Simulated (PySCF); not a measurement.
**Static response to an electric field**

Compound: methyl propyl ketone, C₅H₁₀O.
Structure used (PBE0-D3(BJ)/def2-SVP), in Å, numbered top down from 1:
```xyz
16
C5H10O angstrom
C     -2.3745    0.2054    0.7008
C     -1.2508   -0.4509   -0.0835
C      0.1002    0.1974    0.1563
C      1.2415   -0.4647   -0.5869
C      2.5943    0.1962   -0.4729
O      1.0776   -1.4678   -1.2393
H     -2.4901    1.2677    0.4309
H     -3.3386   -0.2905    0.5124
H     -2.1869    0.1619    1.7860
H     -1.4708   -0.4244   -1.1634
H     -1.1783   -1.5211    0.1677
H      0.3575    0.1892    1.2326
H      0.0862    1.2692   -0.1162
H      2.8654    0.3607    0.5814
H      3.3538   -0.4241   -0.9646
H      2.5671    1.1875   -0.9539
```

Level: B3LYP/def2-SVPD (PySCF), static field, nuclei fixed, core orbitals frozen in the response. The polarisability tensor in these axes (au):

```
x   76.10  1.16 -4.43
y    1.16 62.79  5.81
z   -4.43  5.81 59.35
```

**Question.** Give the principal values, the mean and the anisotropy Δα = √{½[(α1 − α2)² + (α2 − α3)² + (α1 − α3)²]}.

**Answer.** Principal values 54.17, 66.86 and 77.21 au; mean 66.08 au = 9.79 Å³ = 10.90 × 10⁻⁴⁰ C²·m²/J; Δα = 19.98 au (30 % of the mean).

**Question.** What is the dipole moment, and where does it point?

**Answer.** (0.26, 2.38, 1.56) D, 2.85 D in size, pointing from the negative to the positive side. Measured along this direction, the outermost atoms are O6 at the negative end and H7 and H13 at the positive end.

**Question.** What molar refraction does this α imply?

**Answer.** Lorentz–Lorenz: R = (4π/3)N_A α = 2.5225 cm³/(mol·Å³) × 9.79 Å³ = 24.7 cm³/mol, in the limit of long wavelengths.

**Question.** Form Σ f/ω² (atomic units) for the 6 lowest TDDFT singlets, given as eV and f, and set it beside the mean polarisability, which is this sum over all singlets: 4.46, 0.0001; 6.35, 0.0216; 7.09, 0.0001; 7.50, 0.0065; 7.53, 0.0165; 7.67, 0.0019.

**Answer.** They add up to 0.73 au, 1.1 % of the 66.08 au; the largest single term is 0.40 au, from the state at 6.35 eV. Terms in order: 0.00, 0.40, 0.00, 0.09, 0.21, 0.02 au. Higher excitations give the rest. The strengths listed sum to 0.047.

**Question.** Directions of the eigenvectors, and the extent of the frame along each?

**Answer.** Largest value along (0.97, -0.02, -0.25), where the nuclei span 6.85 Å; middle along (0.16, 0.82, 0.54), 2.78 Å; least along (0.19, -0.57, 0.80), 1.92 Å. The response follows the extents in order.

The structure is a single PBE0-D3(BJ)/def2-SVP conformer in the gas phase; no vibrational or solvent corrections.
